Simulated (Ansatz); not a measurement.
`C1CCCCC1` at its PBE0-D4/def2-TZVP geometry, where that method's forces vanish. The species carries charge 0 and has multiplicity 1.

```xyz
18

C    -0.6388   -0.8661    0.9424
C     0.7735   -1.1209    0.4383
C     1.4922    0.2025    0.1458
C     0.5187    1.2963   -0.3115
C    -0.6534    0.6910   -1.0688
C    -1.4921   -0.2028   -0.1462
H    -1.1085   -1.7951    1.2762
H    -0.5872   -0.2178    1.8244
H     0.7189   -1.7265   -0.4734
H     1.3460   -1.7098    1.1596
H     2.0253    0.5405    1.0397
H     2.2549    0.0403   -0.6219
H     1.0417    2.0344   -0.9252
H     0.1336    1.8418    0.5575
H    -1.2794    1.4714   -1.5092
H    -0.2654    0.1029   -1.9081
H    -1.9951   -0.9704   -0.7423
H    -2.2848    0.3883    0.3226
```

What forces (eV/Å) does ωB97M-V/def2-TZVPP give on these atoms in Ansatz 0.2.0? (Best estimate.)

Ansatz gave: 
```
C1  -0.079 -0.046  0.207
C2   0.095 -0.201 -0.035
C3   0.218  0.029  0.021
C4   0.030  0.219  0.047
C5  -0.047  0.029 -0.219
C6  -0.217 -0.030 -0.022
H7   0.034  0.067 -0.023
H8   0.004 -0.033 -0.058
H9  -0.005  0.043  0.051
H10 -0.041  0.041 -0.052
H11 -0.039 -0.026 -0.057
H12 -0.055  0.014  0.048
H13 -0.038 -0.052  0.044
H14  0.017 -0.041 -0.050
H15  0.045 -0.056  0.031
H16 -0.016  0.031  0.057
H17  0.037  0.048  0.042
H18  0.056 -0.035 -0.033
```
